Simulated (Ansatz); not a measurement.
**H3O (doublet): wave-function methods side by side at distance H1–H2 along a hydrogen transfer = 1.098 Å, 6-31G**

How much of the correlation energy of H3O (doublet) does each wave-function method recover here?

Program: Ansatz 0.2.0, Gaussian basis. Level of theory: 6-31G, core rule «outside noble gas», up to 1 orbitals frozen. These are calculated values, not measurements.

To be run: UHF; CCSD(T) on ROHF; CCSD(T) on UHF; BCCD(T) on ROHF; CISD; CCSDT(Q) on ROHF; CCSDT(Q) on UHF; CISDTQ; CCSDTQ on ROHF; CCSDTQ on UHF; CASSCF and MRCISD+Q, 3 electrons in 3 orbitals; CASSCF and NEVPT2, 3 electrons in 3 orbitals; CASSCF and MRCISD+Q, 9 electrons in 7 orbitals; CASSCF and NEVPT4(SD), 9 electrons in 7 orbitals; CASSCF and NEVPT2, 9 electrons in 7 orbitals; Full CI.

6 further runs of the same task are left out: 6 that didn't finish.

**1. The geometry**

The geometry derives from fragments relaxed apart (PBE0/def2-TZVP) and kept rigid, so it is no stationary point. A hydrogen atom is moved between rigid fragments.

4 atoms, charge 0, spin multiplicity 2.

Atoms are counted from 1 here; the program's logs count them from 0.

Bond lengths: H2–O3 1.131 Å, O3–H4 0.973 Å. Angles: H2–O3–H4 105.0°.

**2. UHF**

in.yaml reads:

```yaml
crystal:
  periodic: [false, false, false]
  atoms:
    - {symbol: H, position_ang: [-2.064316, 0.049803, 0.000000]}
    - {symbol: H, position_ang: [-0.966316, 0.049803, 0.000000]}
    - {symbol: O, position_ang: [0.164684, 0.049803, 0.000000]}
    - {symbol: H, position_ang: [0.416543, -0.890147, 0.000000]}
basis:
  gaussian: {orbitals: 6-31G}
magnetization: {spin_polarized: true, initial_magnetization: 1}
hamiltonian: {xc: hf}
output: {orbitals: {seedname: orbitals}}
```

Run with:

```
$ ansatz run in.yaml --threads 1 --pin off --events-out ev --progress --plain --max-ram 2393MiB
```

Further steps of the session: CCSD(T) on ROHF; CCSD(T) on UHF; BCCD(T) on ROHF; CISD; CCSDT(Q) on ROHF; CCSDT(Q) on UHF; CISDTQ; CCSDTQ on ROHF; CCSDTQ on UHF; CASSCF and MRCISD+Q, 3 electrons in 3 orbitals; CASSCF and NEVPT2, 3 electrons in 3 orbitals; CASSCF and MRCISD+Q, 9 electrons in 7 orbitals; CASSCF and NEVPT4(SD), 9 electrons in 7 orbitals; CASSCF and NEVPT2, 9 electrons in 7 orbitals; Full CI.

Q: Predict the results of all the runs planned. Wanted: FCI below the RHF energy; RMP2 from FCI; UMP2 from FCI; RCCSD from FCI; RCCSD(T) from FCI; UCCSD(T) from FCI; RCCSDT(Q) from FCI; UCCSDT(Q) from FCI; NEVPT2 pair from FCI.

The runs gave:

```
                         quantity                                                                                                          value
         FCI below the RHF energy                                                                                                     -4.1971 eV
                    RMP2 from FCI                                                                                                     +315.3 meV
                    UMP2 from FCI                                                                                                     +367.5 meV
                   RCCSD from FCI                                                                                                      +66.2 meV
                RCCSD(T) from FCI                                                                                                      +21.3 meV
                UCCSD(T) from FCI                                                                                                      +19.1 meV
               RCCSDT(Q) from FCI                                                                                                       -0.7 meV
               UCCSDT(Q) from FCI                                                                                                       -0.4 meV
             NEVPT2 pair from FCI                                                                                                     +182.5 meV
           MRCISD+Q pair from FCI                                                                                                      +54.3 meV
          NEVPT2 valence from FCI                                                                                                     +326.6 meV
levels within 1 kcal/mol (43 meV)  RCCSD(T), UCCSD(T), BCCD(T), RCCSDT, UCCSDT, CISDTQ, RCCSDT(Q), UCCSDT(Q), RCCSDTQ, UCCSDTQ, MRCISD+Q valence
                    T1 diagnostic                                                                                                          0.029
   effectively unpaired electrons                                                                                                           1.03
```

**Reading.** RCCSD(T) misses by +21.3 meV, 0.5 % of the correlation energy. One determinant dominates. Of the multireference levels listed MRCISD+Q valence comes nearest in total energy (+28.8 meV), which doesn't show that its space is the better one. These misses are within one basis, not against nature; the frozen cores of restricted and unrestricted runs differ, which can shift their rows.
